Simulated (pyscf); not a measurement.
Elementary routes open to H₂B–AsH₂ (SMILES B[AsH2]) + H₂O (SMILES O) in the gas phase (singlet surface):
A. AsH₃ (SMILES [AsH3]) + H₂B–OH (SMILES BO) (As–B, H–O broken; As–H, B–O formed)
B. HO–BH–AsH₂ (SMILES OB[AsH2]) + H₂ (SMILES [H][H]) (B–H, H–O broken; B–O, H–H formed)

Structures and frequencies: ωB97X-D3(BJ)/def2-SVP in PySCF.

Task: Rank the routes by free-energy barrier at 600 K, lowest first, for ωB97M-D3(BJ)/def2-TZVP energies (ideal gas, 1 atm, RRHO with modes under 100 cm⁻¹ raised to 100, one conformer, R ln 2 for chiral ones without a mode under 150 cm⁻¹).

Result: A (28.6 kcal/mol), B (32.5 kcal/mol)

Route A is the fastest of these, ahead of the next by 3.9 kcal/mol. The most stable products are those of A (ΔG = -31.2 kcal/mol), so kinetics and thermodynamics agree. At 1200 K A is still the fastest. A: On the reactant side the descent ends in an adduct with a B–O contact, 15.6 kcal/mol under the separated species and 24.3 kcal/mol under the saddle at ωB97X-D3(BJ)/def2-TZVP. B: On the reactant side the descent ends in an adduct with a B–O contact, 15.0 kcal/mol under the separated species and 27.1 kcal/mol under the saddle at ωB97X-D3(BJ)/def2-TZVP. Only these routes are compared; each barrier is that of the saddle found, and lower ones may exist. Elements up to Kr have no core potential and no relativistic terms here.
